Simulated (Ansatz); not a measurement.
The input, for Ansatz 0.2.0:

```yaml
crystal:
  periodic: [false, false, false]
  atoms:
    - {symbol: C, position_ang: [0.127130, -1.165942, -0.927169]}
    - {symbol: Ge, position_ang: [-0.037744, 0.061262, 0.780259]}
    - {symbol: Si, position_ang: [0.038876, 0.423543, -1.585948]}
    - {symbol: H, position_ang: [0.121985, -2.323284, -0.992030]}
basis:
  gaussian: {orbitals: cc-pVDZ}
magnetization: {spin_polarized: false, initial_magnetization: 3}
correlation: {method: ccsdt_q, electrons: outside_noble_gas}
```

```sh
$ ansatz run in.yaml --threads 1 --pin off --events-out ev --progress --plain --max-ram 2393MiB
```

**Question.** Roughly how long does this take on 1 thread of Intel Xeon Platinum 8488C, shared host, and how much host memory?

**Answer.** 2.4 min wall and 1 GiB.

```
1258 factors; integrals over basis functions are off by at most 1.6e-7 eV
mean field evaluation 1: about -65374.2303 eV, gradient 2.0e1 eV
mean field evaluation 2: about -65374.2794 eV, gradient 2.0e1 eV
mean field evaluation 4: about -65376.3377 eV, gradient 3.1e0 eV
mean field evaluation 8: about -65376.5579 eV, gradient 8.6e-1 eV
mean field evaluation 16: about -65376.5851 eV, gradient 6.3e-4 eV
mean field evaluation 32: about -65376.5848 eV, gradient 4.8e-2 eV
mean field evaluation 64: about -65376.5426 eV, gradient 1.2e0 eV
mean field evaluation 96: about -65376.5627 eV, gradient 9.4e-1 eV
mean field evaluation 128: about -65376.4480 eV, gradient 1.1e0 eV
mean field evaluation 160: about -65376.1222 eV, gradient 1.6e0 eV
...
cycle  19  -8.75897317 eV  change    5.1e-7 eV  update   3.1e-5
cycle  20  -8.75900716 eV  change   -3.4e-5 eV  update   2.3e-5
cycle  21  -8.75901236 eV  change   -5.2e-6 eV  update   1.7e-5
cycle  22  -8.75901347 eV  change   -1.1e-6 eV  update   1.3e-5
cycle  23  -8.75901674 eV  change   -3.3e-6 eV  update   8.7e-6
cycle  24  -8.75900747 eV  change    9.3e-6 eV  update   5.6e-6
cycle  25  -8.75900699 eV  change    4.8e-7 eV  update   3.7e-6
cycle  26  -8.75900634 eV  change    6.4e-7 eV  update   2.4e-6
cycle  27  -8.75900555 eV  change    8.0e-7 eV  update   1.7e-6
cycle  28  -8.75900522 eV  change    3.2e-7 eV  update   1.1e-6
perturbative correction -0.04801437 eV, -0.0017644957 hartree
Total energy: -65385.39209228 eV, -2402.8688395806 hartree
```
